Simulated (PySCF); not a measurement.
**MgC−: bond curves at several levels of theory**

One table from this session's results is given with a row withheld; the runs are named, their logs left out.

Program: PySCF 2.14.0. Level of theory: Mg def2-SVPD, C def2-SVPD, no relativity. These are calculated values, not measurements.

3 further runs of the same task are left out: 3 set aside as unsound or not needed.

Set-up of the first run:

The job is set up so:

```
atoms                         : Mg, C
charge                        : -1
basis                         : Mg def2-SVPD, C def2-SVPD
Hamiltonian                   : no relativity
basis functions               : 41
electrons treated             : 19
masses in u                   : 23.9850, 12.0000
levels                        : PBE0, PBE, r²SCAN, M06-L, M06, r²SCANh, HF, MP2, SCS-MP2, CCSD, CCSD(T)
grid                          : 80 radial by 434 angular points
occupations                   : held fixed by the projection of orbital angular momentum
dissociation limit            : Mg + C−, each in its ground configuration
starting distance in angstrom : 2.165
values of 2S to try           : 1, 3
```

The run is started by

```sh
$ OMP_NUM_THREADS=1 python dia.py task.json out
```

Among the steps run: Set-up; PBE0 along the bond; PBE; r²SCAN; M06-L (meta-GGA); M06; r²SCANh (hybrid meta-GGA); UHF; Adding correlation.

One of the session's tables, all rows but one given; the rest of the session is left out.

It belongs to the step «The curves together». Energy (eV) from each level's lowest point:

```
R (Å)    UHF  UHF-MP2  UHF-SCS-MP2  UHF-CCSD  UHF-CCSD(T)
1.904  0.466    0.470        0.472       n/a          n/a
1.993  0.218    0.221        0.223     0.214        0.212
2.081  0.077    0.079        0.080     0.075        0.074
2.148      ?        ?            ?         ?            ?
2.214  0.000    0.000        0.000     0.000        0.000
2.280  0.002    0.002        0.001     0.003        0.004
2.369  0.032    0.032        0.031     0.036        0.037
2.480  0.099    0.102        0.100     0.106        0.109
2.612  0.204    0.211        0.208     0.216        0.221
2.790  0.359    0.377        0.372       n/a          n/a
```

Q: Estimate the row for R (Å) = 2.148 from the others.

Worked estimate for «UHF». A straight line through the neighbours (2.081, 0.077) and (2.214, 0.000) gives 0.077 + (0.000 − 0.077) × (2.148 − 2.081) / (2.214 − 2.081) = 0.038; a parabola fitted to 4 rows on both sides gives 0.020.

As computed: UHF: 0.022; UHF-MP2: 0.023; UHF-SCS-MP2: 0.024; UHF-CCSD: 0.021; UHF-CCSD(T): 0.021. In «UHF» the line misses by +0.016 and the parabola by -0.002.
